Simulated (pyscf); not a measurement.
One four-centre exchange on the singlet surface with elements of a group swapped. CCSD(T)/def2-TZVPP + ΔMP2(QZVPP), kcal/mol, from the separated reactants. Single points on ωB97X-D3(BJ)/def2-SVP structures (PySCF, gas phase). Correlated levels are frozen-core, on RHF or UHF. ΔMP2 is the change of the MP2 total energy from the triple- to the quadruple-zeta basis.

| step | barrier | reaction energy | imaginary mode (i cm⁻¹) |
|---|---|---|---|
| `[BH2][F]` + `[BH2][OH]` -> `[BH2][O][BH2]` + `[FH]` | 16.9 | +7.6 | 964 |
| `[BH2][Cl]` + `[BH2][OH]` → `[BH2][O][BH2]` + `[ClH]` | … | … | 1049 |

What belongs in the gaps?


- `[BH2][Cl]` + `[BH2][OH]` → `[BH2][O][BH2]` + `[ClH]`, barrier: 11.5
- `[BH2][Cl]` + `[BH2][OH]` → `[BH2][O][BH2]` + `[ClH]`, reaction energy: -3.4

Row 1: On the reactant side the descent ends in a complex, 5.8 kcal/mol under the separated species and 21.9 kcal/mol under the saddle at ωB97X-D3(BJ)/def2-TZVP. Row 2: On the reactant side the descent ends in an adduct with a B–O contact, 9.1 kcal/mol under the separated species and 19.4 kcal/mol under the saddle at ωB97X-D3(BJ)/def2-TZVP. Each row is the saddle that its search found. The CCSD(T) − MP2 part came from Ansatz, without density fitting, on the same reference.
